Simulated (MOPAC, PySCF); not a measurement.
C2H4O2, SMILES `O(C=O)C` (C–O–C–O torsion 0°), neutral singlet in the gas phase. 

Cartesian coordinates (Å):
SMILES: O(C)C=O
```xyz
8

C     -1.0060    -0.1843     0.0899
O      0.3008    -0.7405    -0.0534
C      1.2901     0.1458    -0.1183
O      1.1688     1.3345    -0.0672
H     -1.0725     0.4011     1.0077
H     -1.6867    -1.0312     0.1266
H     -1.2411     0.4601    -0.7580
H      2.2467    -0.3855    -0.2273
```
Charge 0, multiplicity 1.

All levels are single points at this geometry (PBE0-D3(BJ)/def2-TZVP); Pople sets use spherical d functions. Orbital energies aren't observables, and empty levels follow the basis.

```json
[
 {"level": "PBE0-D3(BJ)/def2-TZVP in PySCF", "HOMO (eV)": "-8.34", "LUMO (eV)": "0.08", "gap (eV)": "8.42", "dipole (D)": "1.93", "vertical IE, Delta-SCF (eV)": "–"},
 {"level": "B3LYP/3-21G in PySCF", "HOMO (eV)": "-7.46", "LUMO (eV)": "0.47", "gap (eV)": "7.93", "dipole (D)": "1.67", "vertical IE, Delta-SCF (eV)": "–"},
 {"level": "B3LYP/6-311+G** in PySCF", "HOMO (eV)": "-8.18", "LUMO (eV)": "-0.40", "gap (eV)": "7.78", "dipole (D)": "1.93", "vertical IE, Delta-SCF (eV)": "–"},
 {"level": "B3LYP/6-31G* in PySCF", "HOMO (eV)": "-7.70", "LUMO (eV)": "0.28", "gap (eV)": "7.98", "dipole (D)": "1.83", "vertical IE, Delta-SCF (eV)": "10.83"},
 {"level": "BP86/6-31G* in PySCF", "HOMO (eV)": "-6.36", "LUMO (eV)": "-0.71", "gap (eV)": "5.65", "dipole (D)": "1.82", "vertical IE, Delta-SCF (eV)": "–"},
 {"level": "M06-2X/6-31G* in PySCF", "HOMO (eV)": "-9.75", "LUMO (eV)": "1.65", "gap (eV)": "11.41", "dipole (D)": "1.80", "vertical IE, Delta-SCF (eV)": "–"},
 {"level": "PBE/6-31G* in PySCF", "HOMO (eV)": "-6.23", "LUMO (eV)": "-0.60", "gap (eV)": "5.62", "dipole (D)": "1.81", "vertical IE, Delta-SCF (eV)": "10.60"},
 {"level": "SVWN5/6-31G* in PySCF", "HOMO (eV)": "-6.39", "LUMO (eV)": "-0.85", "gap (eV)": "5.54", "dipole (D)": "1.83", "vertical IE, Delta-SCF (eV)": "–"},
 {"level": "HF/3-21G in PySCF", "HOMO (eV)": "-12.32", "LUMO (eV)": "5.10", "gap (eV)": "17.41", "dipole (D)": "1.73", "vertical IE, Delta-SCF (eV)": "–"},
 {"level": "HF/6-31G* in PySCF", "HOMO (eV)": "-12.50", "LUMO (eV)": "5.05", "gap (eV)": "17.55", "dipole (D)": "1.94", "vertical IE, Delta-SCF (eV)": "–"},
 {"level": "HF/STO-3G in PySCF", "HOMO (eV)": "-9.42", "LUMO (eV)": "8.57", "gap (eV)": "17.99", "dipole (D)": "1.11", "vertical IE, Delta-SCF (eV)": "–"},
 {"level": "AM1 in MOPAC", "HOMO (eV)": "-11.54", "LUMO (eV)": "1.30", "gap (eV)": "12.83", "dipole (D)": "1.50", "vertical IE, Delta-SCF (eV)": "–"},
 {"level": "PM3 in MOPAC", "HOMO (eV)": "-11.33", "LUMO (eV)": "1.16", "gap (eV)": "12.48", "dipole (D)": "1.60", "vertical IE, Delta-SCF (eV)": "–"}
]
```
